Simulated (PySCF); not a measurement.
Ligands exchanged one at a time, Al F-OH. Gas-phase values, no solvent. One relaxed conformer stands for each flexible species; it need not be the lowest. Strings in code marks are SMILES.

The T1 excitation (TDA) from two functionals at the same geometries (PBE0-D3(BJ)/def2-TZVP), both in PySCF: PBE-D3(BJ)/def2-TZVP and ωB97X-D3(BJ)/def2-TZVP. Excitations are Tamm–Dancoff values on a coarser integration grid. The basis has no diffuse functions, so Rydberg states are missing or too high.

```tsv
species	PBE-D3(BJ)/def2-TZVP (eV)
0 of 3 F replaced by OH	7.12
1 of 3 F replaced by OH (`[OH][Al]([F])[F]` (H–O–Al–F torsion 0°))	5.98
2 of 3 F replaced by OH	5.83
3 of 3 F replaced by OH (`[OH][Al]([OH])[OH]`)	5.83
```

### Question
What does ωB97X-D3(BJ)/def2-TZVP give for each?

### Answer

- 0 of 3 F replaced by OH: 8.58
- 1 of 3 F replaced by OH (`[OH][Al]([F])[F]` (H–O–Al–F torsion 0°)): 7.18
- 2 of 3 F replaced by OH: 7.05
- 3 of 3 F replaced by OH (`[OH][Al]([OH])[OH]`): 7.10
Over these rows, drawn at random from the members with no instability flagged (it was tested for open shells, ions and some series alone), PBE minus ωB97X-D3(BJ): mean -1.29 eV, from -1.46 eV to -1.20 eV.
